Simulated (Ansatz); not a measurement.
Fluorite CdF₂, treated with HSE06 (PAW; Ansatz, a first-principles code).

Settings: plane-wave cutoff 520 eV, 8×8×8 k mesh, finite displacements, scalar-relativistic PAW data made under PBE.

The cell has the measured lattice parameters. Conventional cell: a = 5.3880 Å, b = 5.3880 Å, c = 5.3880 Å, α = 90.00°, β = 90.00°, γ = 90.00°.

```yaml
crystal:
  lattice:
    - [0.00000, 2.69400, 2.69400]
    - [2.69400, 0.00000, 2.69400]
    - [2.69400, 2.69400, 0.00000]
  atoms:
    - { symbol: Cd, position: [0.00000, 0.00000, 0.00000] }
    - { symbol: F, position: [0.75000, 0.75000, 0.75000] }
    - { symbol: F, position: [0.25000, 0.25000, 0.25000] }
```

Harmonic phonon frequencies (cm⁻¹; i marks an imaginary mode; at Γ without the LO shift):

```tsv
q point	frequencies
Γ	0 0 0 214 214 214 310 310 310
X	82 108 108 133 133 194 353 353 410
L	87 87 178 254 254 279 279 301 354
```

No imaginary mode appears at these points.

Note: the cell isn't this level's own, so it is under some stress, which shifts stiffness and frequencies.
